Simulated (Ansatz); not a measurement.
## BO, quartet: the ladder up to full CI

Geometry: a point of a stretch scan, not a stationary point.

| atom | x (Å) | y (Å) | z (Å) |
| --- | --- | --- | --- |
| B | 0.0000 | 0.0000 | 0.0000 |
| O | 0.0000 | 0.0000 | 1.9550 |

Basis 6-31G; Ansatz 0.2.0. Only valence electrons are correlated (noble-gas cores frozen), which leaves 9 electrons in 16 orbitals. Prefix R: restricted or restricted open-shell reference; prefix U: unrestricted. Active spaces: pair = (5e, 5o) about the gap; valence = (9e, 8o) chosen from the atoms' valence shells.

Full CI is exact within this basis and frozen core; it isn't the basis-set limit. The frozen core follows each run's orbitals, which can shift R against U totals by a few meV.

Unrestricted rows (U) aren't spin-pure: their determinants' ⟨S²⟩ exceeds S(S+1) by up to 0.13, so they mix in states of higher spin. HF rows are the lowest solutions found. Coupled cluster chose its determinant by trial CCSD, here up to 0.25 eV above the lowest Hartree–Fock solution of its kind, and MP2 stands on that determinant too. The determinant fills πx and πy unequally, so it is a mixture of Σ and Δ, which weighs on every level built on one determinant.

* UHF ⟨S²⟩: 3.883
* T1 diagnostic (RCCSD): 0.0431
* largest doubles amplitude (RCCSD): 0.143
* T1 diagnostic (UCCSD): 0.0517

```
                            level  E − E(full CI) (kcal/mol)  share of correlation (%)  wall time
                              UHF                      81.32                     16.91          –
                             RMP2                      19.92                     79.65          –
                             UMP2                      26.98                     72.44          –
                            RCCSD                       7.43                     92.40          –
                            UCCSD                       6.05                     93.82          –
                         RCCSD(T)                       4.43                     95.47      1.7 s
                         UCCSD(T)                       4.35                     95.55      1.1 s
                          BCCD(T)                       4.62                     95.28      1.6 s
                          RCCSDT*                       1.53                     98.44          –
                          UCCSDT*                       1.04                     98.94          –
                       RCCSDT(Q)*                       0.28                     99.72        5 s
                       UCCSDT(Q)*                      -0.15                    100.15      3.7 s
                         RCCSDTQ*                       0.13                     99.86       42 s
                         UCCSDTQ*                       0.07                     99.93       63 s
           CASSCF (valence space)                      50.92                     47.97          –
           NEVPT2 (valence space)                      12.32                     87.41      1.8 s
           MRCISD (valence space)                       2.44                     97.50          –
         MRCISD+Q (valence space)                       0.95                     99.03      2.4 s
MRCISD+Q(relaxed) (valence space)                       0.14                     99.86      2.6 s
```

An asterisk marks runs whose energy the program itself flagged as in doubt.

The correlation energy at full CI, counted from the determinant under the R cluster runs, is -4.244 eV. That run took 20 s on 1 thread of Arm Neoverse V2, shared host over 1,120,064 determinants.

Run but not shown, since their state, orbitals or frozen core can't be matched to the reference's or they repeat it: RHF, CISD, CISDTQ, CASSCF (pair space), NEVPT2 (pair space), MRCISD (pair space), MRCISD+Q (pair space).

Times hold each run's SCF and search for its determinant on a shared host, so for small cases they say little of a method's own cost; they ran on 1 thread of Arm Neoverse V2.

Not variational, and here over 5 meV under the exact energy: UCCSDT(Q).

The full-CI state has the irrep A1 of C2v, in the program's axes (one component, if the state is degenerate).

Natural occupations of full CI about the gap: 1.987 1.880 1.471 1.471 1.012 0.525 0.525 0.079 0.013 0.013; effectively unpaired electrons, Σ n²(2−n)², 3.49. No single determinant describes this state well, so single-reference rows can miss without a flag.
